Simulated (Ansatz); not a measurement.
# Worked example: C4H10S → [C4H9]+ + HS + e⁻

Species: C4H10S `CC(C)(C)S`, singlet; [C4H9]+ `C[C+](C)C`, singlet; HS, doublet. 

Shapes, held fixed at every level: PBE0-D4/def2-TZVP. Flexible molecules stand in one conformer, not always the lowest. Programs: Ansatz 0.2.0. Electronic energies: no zero-point or thermal term.

At CCSD(T)/CBS estimate; 1 Eh = 27.2114 eV:

| species | energy (Eh) |
| --- | --- |
| C4H10S | -556.019742 |
| [C4H9]+ | -157.325188 |
| HS | -398.319076 |

Question: Work out ΔE of the reaction at this level.

Answer: 
1. Products less reactants: (-157.325188) + (-398.319076) − [(-556.019742)] = 0.375478 Eh = +10.22 eV.

Other levels give +8.16 (HF/def2-SVP) to +9.92 eV (wB97M-V/def2-TZVPP). No measured value is set beside it here. Open shells run unrestricted unless RO is named. The CBS estimate extrapolates MP2 from def2-TZVPP and def2-QZVPP and adds CCSD(T) − MP2 in the triple-zeta set, cores frozen. The onset seen in experiment also holds zero-point changes and kinetic shifts.
